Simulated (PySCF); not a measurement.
Computed with TPSSh-D3(BJ)/def2-TZVP // TPSS-D3(BJ)/def2-SVP run with PySCF. Gas-phase values, no solvent. 

Reference species (SMILES): `CN(C)C` (neutral, multiplicity 1).

The HOMO is -5.38 eV and the HOMO–LUMO gap is 6.30 eV.

Changed species: `C=C` (free ligand C2H4; the reference has free ligand N(CH3)3).

### Question
Give the shifts of the HOMO and HOMO–LUMO gap.

### Answer
the HOMO decreases by 1.77 eV, to -7.15 eV; the HOMO–LUMO gap increases by 0.48 eV, to 6.78 eV.
